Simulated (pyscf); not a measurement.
Single points on ωB97X-D3(BJ)/def2-SVP structures (PySCF, gas phase).

### Question
PBE/def2-TZVP puts the barrier of H₃C–In(OH)–OH (SMILES [CH3][In]([OH])[OH]) + H₂ (SMILES [H][H]) -> HO–InH–OH (SMILES [OH][InH][OH]) + CH₄ (SMILES C) (four-centre exchange; singlet surface; C–In, H–H broken, H–In, C–H formed) at 1.98 eV and the reaction energy at -0.42 eV, from the separated reactants. What do B3LYP-D3(BJ)/def2-TZVP, PBE0-D3(BJ)/def2-TZVP, ωB97M-D3(BJ)/def2-TZVP give on the same structures?

### Answer
B3LYP-D3(BJ): ΔE‡ = 2.17 eV, ΔE = -0.43 eV; PBE0-D3(BJ): ΔE‡ = 2.00 eV, ΔE = -0.43 eV; ωB97M-D3(BJ): ΔE‡ = 2.16 eV, ΔE = -0.46 eV. PBE's barrier lies under all of them, by 0.03 to 0.19 eV. Its reaction energy matches one of them and lies within 0.04 eV of the others. On the product side the descent ends in a complex (not fully relaxed), 0.18 eV under the separated species and 2.71 eV under the saddle at ωB97X-D3(BJ)/def2-TZVP. At the saddle there is also a short H–In contact that neither side keeps. This is the saddle that the search found; another between the same sides may lie lower. Elements past Kr carry the def2 core potentials, without spin-orbit coupling.
